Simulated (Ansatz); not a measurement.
hcp Y, relaxed in Ansatz (plane waves) with several semilocal functionals. Each gives its own volume and its own bulk modulus:

| level | V0 (Å³/atom) | bulk modulus (GPa) | ln V0 | ln B0 |
|---|---|---|---|---|
| LDA | 29.931 | 44.16 | 3.3989 | 3.7878 |
| PBE | 32.878 | 40.81 | 3.4928 | 3.7089 |
| r²SCAN | 33.479 | 40.59 | 3.5109 | 3.7035 |

Question: Fit a straight line to ln B0 against ln V0. What does it predict for PBEsol, whose volume is 31.330 Å³/atom?

Answer: With x = ln V0 and y = ln B0: means 3.46753 and 3.73340; Σ(Δx Δy) = -0.005649, Σ(Δx²) = 0.007230, so the slope is -0.781. At x = 3.4446 the line gives y = 3.73340 + (-0.781) × (3.4446 − 3.46753) = 3.7513, or 42.58 GPa. The run with PBEsol gives 42.35 GPa, -0.5 % from the line. The rows used scatter about it by up to 0.5 %, while the largest value lies 9 % above the smallest. For comparison, PBE's own equation of state has B′ = 3.0, the slope −d ln B/d ln V at a fixed functional; the two needn't agree, since functionals also differ at one volume.

Measured: 41.7 GPa (measured, zero-point energy and finite temperature contributions removed, our sources range from 37.3 to 41.7; as tabulated in doi:10.1021/acs.jctc.3c00612).

The crystal itself was run without spin with r²SCAN; a magnetic state was not tried in these runs.

Ansatz's density-functional and Hartree–Fock values are scalar-relativistic unless marked +SOC, with PAW data made under PBE.

Ansatz is a quantum-chemistry and plane-wave program.
